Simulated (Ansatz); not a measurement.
Born–Oppenheimer molecular dynamics of CH$_{6}$B (8 atoms, charge 0, multiplicity 2). It starts from a rough guess of a transition structure, not a stationary point.

Theory: Ansatz, UKS B3LYP-D4/def2-SVP.

```json
{
 "ensemble": "NVE (velocity Verlet)",
 "time step": "0.5 fs",
 "steps asked": "150",
 "starting velocities drawn for": "300 K",
 "seed": "133158"
}
```

First frame:

```xyz
8
Properties=species:S:1:pos:R:3
H 0.172 0.064 -0.315
B 1.586 0.235 0.203
C -1.203 -0.163 -0.279
H 1.802 1.259 0.712
H 2.104 -0.762 0.499
H -1.430 -0.460 0.731
H -1.656 0.774 -0.554
H -1.375 -0.947 -0.997
```

(1) How far do the bonds stretch over the last three quarters of this one trajectory? (Pairs bonded in most of those frames.)

Results:

(1) 
```csv
bond,mean (Å),spread (Å),shortest,longest
H1–C3,1.129,0.096,0.98,1.27
B2–H4,1.213,0.039,1.15,1.27
B2–H5,1.212,0.037,1.16,1.27
C3–H6,1.102,0.020,1.07,1.13
C3–H7,1.101,0.021,1.07,1.14
C3–H8,1.110,0.052,1.03,1.19
```

Mean temperature of the second half: 557 K. The conserved energy stayed within 0.82 meV per atom of its start (net change -0.77 meV per atom), so the integration is sound. The kinetic energy rose, since the run started high on the potential surface and went downhill. It ends in pieces (BH2 + CH4), so much of that is their flight and rotation, not heat. A run of 0.075 ps of so small a system gives no equilibrium averages.

The run took 4.8 min on 1 thread of Arm Neoverse V2 (shared host), peak memory 0.12 GiB.
